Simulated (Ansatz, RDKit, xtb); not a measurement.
**Isomers of C3H8O, a sample narrowed down**

Which of a sample of isomers of C3H8O is the most stable in the gas at 298.15 K, and what are its properties? The sample is small against all isomers, and the most stable one of this formula need not be in it.

The funnel: GFN2-xTB relaxations, single points with a density functional, relaxations at r2SCAN-D4/def2-SVP, harmonic vibrations, and a last energy at a higher level. All values are calculated.

### Step 1. Candidates

Isomers were taken from a list of plausible structures; this is a sample, not all of them. That gives 2 candidates.

```
label  SMILES     spin
 c862    CCCO  singlet
 c986    CCOC  singlet
```

Candidates are built by distance geometry, with a force field where one applies, in up to four conformers (letters a to d).

Q: Predict the outcome of this search (final energies at CCSD(T)/def2-SVP + MP2/def2-TZVPP - MP2/def2-SVP).

| quantity | value |
| --- | --- |
| lowest structure found | CCCO, singlet, C1 |
| next finalist | CCOC, singlet, 8.4 kcal/mol higher in G |
| share at equilibrium, among the finalists | 100.0 % |
| harmonic wavenumbers, lowest and highest (r2SCAN-D4/def2-SVP) | 160 and 3812 cm⁻¹ |
| rotational constants, same geometry | 0.4688, 0.1712, 0.1445 cm⁻¹ |

The lowest structure found is `CCCO`. The margin of 8.4 kcal/mol over the next finalist is beyond the usual error of the last level; it says nothing of structures that weren't ranked. GFN2-xTB, r2SCAN-D4/def2-SVP, r2SCAN-D4/def2-SVP, relaxed, HF/def2-SVP and MP2/def2-SVP already put its bonding pattern lowest among the structures in one piece; HF/STO-3G favours the singlet CCOC. One minimum inside the window was never screened. Measured bands beside the harmonic value that lies nearest after scaling by 0.96 (printed unscaled): 864 cm⁻¹ (300 K; molecule solution; “Spectroscopic methods for assessment of hand sanitizers”, 2022, pmc:9035981), calculated 904 cm⁻¹; 969 cm⁻¹ (300 K; molecule solution; “Spectroscopic methods for assessment of hand sanitizers”, 2022, pmc:9035981), calculated 989 cm⁻¹. The calculated values lie +2.1 to +4.6 % away; anharmonicity is left out, and bands are matched by nearness alone, so a match can be wrong and a large miss can look smaller than it is. Measured heats of formation are -255.1 kJ/mol (298.15 K; CRC Handbook of Chemistry and Physics) for c862c and -216.4 kJ/mol (298.15 K; CRC Handbook of Chemistry and Physics) for c986a: a difference of +38.7 kJ/mol, against +34.2 calculated. Lowest found is not proven lowest: the search is finite, and each finalist counts with one conformer. Only 2 drawn patterns were tried, so whole families of isomers are missing, and the result ranks this sample alone. The lowest isomer need not be the one that is made and kept in a bottle, which depends on barriers.
